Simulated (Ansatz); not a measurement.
`CC#CCF` → `C#CC` + `[CH]F` at 298.15 K and 1 bar (formal loss of a carbene).

Isolated molecules relaxed with PBE0-D4/def2-TZVP in Ansatz; ΔE leaves out vibrations. CCSD(T)/CBS adds triple-zeta CCSD(T) − MP2 to the extrapolated MP2 energy (def2 sets, frozen cores). This one scheme is used for every species.

| species | CCSD(T)/CBS energy (Eh) | H − E (kJ/mol) | S (J/(mol·K)) |
| --- | --- | --- | --- |
| `CC#CCF` | -254.93801 | 222.4 | 332.8 |
| `C#CC` | -116.49627 | 159.2 | 246.7 |
| `[CH]F` | -138.29972 | 42.7 | 223.2 |

H − E and S are ideal-gas, rigid-rotor, harmonic terms from PBE0-D4/def2-TZVP. 1 Eh = 2625.50 kJ/mol, R = 8.31446 J/(mol·K).

Q: By hand: ΔE, ΔH, ΔS and ΔG.

A: ΔE = (-116.49627) + (-138.29972) − (-254.93801) = 0.14202 Eh = 372.9 kJ/mol. Δ(H − E) = 159.2 + 42.7 − 222.4 = -20.5, so ΔH = 352.4 kJ/mol. ΔS = 246.7 + 223.2 − 332.8 = 137.1 J/(mol·K). ΔG = 352.4 − 298.15 × (137.1)/1000 = 311.5 kJ/mol.

Q: By hand: the equilibrium constant, and the temperature at which ΔG would vanish if ΔH and ΔS stayed fixed.

A: log₁₀ K = −ΔG/(RT ln 10) = -54.6. ΔG = 0 at ΔH/ΔS = 2570 K, far beyond where these terms or the molecules hold.

The number of gas molecules changes by +1, which sets the sign of ΔS. A doubt of 5 kJ/mol in ΔE shifts log₁₀ K by 0.9 here. Modes under 60 cm⁻¹, often nearly free rotors, make the harmonic entropy too high. These are equilibria of isolated gas molecules and say nothing of rates. Largest T1 diagnostic: 0.018 (customary marks: 0.02 for closed shells, 0.045 for open ones).
